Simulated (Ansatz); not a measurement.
This script for the Ansatz DFT code, driven from Python starts 6 runs on C₄H₅Cl, SMILES ClCC1C=C1. What input does the engine get in each?

`c4h5cl_methods.py`:
```python
"""C4H5Cl at several levels of theory."""

from pathlib import Path

import ansatz as az
import numpy as np

geometry_ang = [
    ("Cl", (2.3535, 0.9776, 0.1507)),
    ("C", (1.1616, -0.2967, -0.1965)),
    ("C", (-0.1231, 0.0392, 0.4762)),
    ("C", (-1.144, 0.7968, -0.1848)),
    ("C", (-1.3677, -0.4748, -0.0175)),
    ("H", (1.0701, -0.3794, -1.2849)),
    ("H", (1.5623, -1.2388, 0.19)),
    ("H", (-0.038, 0.1439, 1.5498)),
    ("H", (-1.4653, 1.7439, -0.5414)),
    ("H", (-2.0093, -1.3117, -0.1416)),
]
c4h5cl = az.Crystal.molecule()
for symbol, xyz in geometry_ang:
    c4h5cl = c4h5cl.atom(symbol, xyz)

calc = c4h5cl.calculation().basis(gaussian="def2-SVP")

print("functional    E (Ha)        dipole (D)   HOMO (eV)  LUMO (eV)")
for name in ["pbe", "lc_wpbe", "blyp", "r2scan0", "cam_b3lyp", "hf"]:
    r = calc.functional(name).forces().orbitals().run(threads=1, pin="off", runs_dir="runs").report
    lines = Path(r["orbitals_path"]).read_text().splitlines()
    field_of = lambda key: [line.split("=")[1].strip() for line in lines if line.startswith(key)]
    orbitals = [(27.211386 * float(e), s, float(n)) for e, s, n in zip(field_of("Ene="), field_of("Spin="), field_of("Occup="))]
    homo = max(e for e, _, n in orbitals if n > 0.5)
    lumo = min(e for e, _, n in orbitals if n < 0.5)
    dipole = 4.803205 * np.linalg.norm(r["charge_distribution"]["dipole_moment_e_ang"])
    print(f"{name:10s} {r['free_energy_ev'] / 27.211386246:14.6f} {dipole:9.3f} {homo:11.3f} {lumo:10.3f}")
```

Run 1:
```yaml
crystal:
  periodic: [false, false, false]
  atoms:
    - { symbol: Cl, position_ang: [2.3535, 0.9776, 0.1507] }
    - { symbol: C, position_ang: [1.1616, -0.2967, -0.1965] }
    - { symbol: C, position_ang: [-0.1231, 0.0392, 0.4762] }
    - { symbol: C, position_ang: [-1.144, 0.7968, -0.1848] }
    - { symbol: C, position_ang: [-1.3677, -0.4748, -0.0175] }
    - { symbol: H, position_ang: [1.0701, -0.3794, -1.2849] }
    - { symbol: H, position_ang: [1.5623, -1.2388, 0.19] }
    - { symbol: H, position_ang: [-0.038, 0.1439, 1.5498] }
    - { symbol: H, position_ang: [-1.4653, 1.7439, -0.5414] }
    - { symbol: H, position_ang: [-2.0093, -1.3117, -0.1416] }
basis:
  gaussian:
    orbitals: def2-SVP
hamiltonian:
  xc: pbe
output:
  orbitals: {}
  forces: true
```

Run 2, against run 1:
```diff
-  xc: pbe
+  xc: lc_wpbe
```

Run 3, against run 1:
```diff
-  xc: pbe
+  xc: blyp
```

Run 4, against run 1:
```diff
-  xc: pbe
+  xc: r2scan0
```

Run 5, against run 1:
```diff
-  xc: pbe
+  xc: cam_b3lyp
```

Run 6, against run 1:
```diff
-  xc: pbe
+  xc: hf
```

```console
$ python c4h5cl_methods.py
functional    E (Ha)        dipole (D)   HOMO (eV)  LUMO (eV)
pbe           -614.871041     2.196      -6.034     -1.304
lc_wpbe       -615.043250     2.376     -10.026      2.251
blyp          -615.176002     2.111      -5.831     -1.099
r2scan0       -615.126121     2.425      -7.444     -0.151
cam_b3lyp     -615.185934     2.252      -8.574      1.071
hf            -613.515284     2.545      -9.865      3.882
```

Caveats:
- Total energies depend on the basis set; only differences at equal settings carry meaning.
- The geometry is a force-field or estimated start, not a minimum of this method, and the basis set is short of its limit. A lower total doesn't mark the better method: functionals have no common bound, and MP2 and coupled cluster aren't variational.
- Levels such as HOMO and LUMO are orbital energies: with these approximate functionals they aren't the ionisation energy and electron affinity, and their gap isn't the fundamental gap.
- Finished in 24 s on 1 thread of Arm Neoverse V1, on a shared host, peak memory 0.3 GiB.
